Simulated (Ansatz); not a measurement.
C2H3NO can be A, `COC#N`, or B, `C1=NCO1`.

Gas-phase electronic energies from Ansatz, PBE0-D4/def2-TZVP geometries. CCSD(T)/CBS is the MP2 limit (def2-TZVPP, def2-QZVPP) plus CCSD(T) − MP2 in def2-TZVPP, frozen cores. Functionals use def2-TZVPP. B3LYP here is the variant with VWN-RPA as its local correlation; programs differ in this.

A:

```xyz
7

C     0.1061    0.1858   -0.8174
O     0.7517   -0.1812    0.4200
C    -0.0379   -0.3375    1.4163
N    -0.7218   -0.4862    2.3348
H    -0.5948   -0.5951   -1.1129
H    -0.4106    1.1380   -0.6950
H     0.9072    0.2763   -1.5457
```

B:

```xyz
7

C    -0.4627    0.6437    0.6675
N    -0.6965    0.5671   -0.5863
C     0.3251   -0.4745   -0.5574
O     0.4972   -0.2864    0.8875
H    -0.8708    1.2631    1.4601
H     1.2436   -0.2335   -1.0931
H    -0.0359   -1.4794   -0.7783
```

**Question.** Which isomer does CCSD(T)/CBS put lower? Give the gap. (Best estimate.)

**Answer.** Computed: A, by 39.1 kJ/mol.

**Question.** Give E(B) − E(A) in kJ/mol with ωB97M-V, MP2/def2-TZVPP, B3LYP, CCSD/def2-TZVPP, CCSD(T)/def2-SVP, B3LYP-D4, CCSD(T)/def2-TZVPP. (Estimate.)

**Answer.** Ansatz gave: ωB97M-V 35.3, MP2/def2-TZVPP 46.6, B3LYP 51.5, CCSD/def2-TZVPP 47.2, CCSD(T)/def2-SVP 50.7, B3LYP-D4 50.1, CCSD(T)/def2-TZVPP 43.4. None reverses the order clearly.

**Question.** Does the order hold for the free energy at 298.15 K (harmonic terms from PBE0-D4)? (Estimate.)

**Answer.** Computed: Yes: G(B) − G(A) = +46.3 kJ/mol.

Largest T1 diagnostic: 0.015.

In def2-TZVPP, CCSD(T) changes the Hartree–Fock value by −28.1 kJ/mol (the triples alone add −3.8 kJ/mol) and MP2 by −24.9 kJ/mol. Leaving LDA and LC-ωPBE aside and taking each functional with its dispersion term where it has one, the values, not all of them listed here, spread over 28.9 kJ/mol, from HSE06-D4 to BLYP-D4. LDA lies −24.2 kJ/mol from PBE without D4.
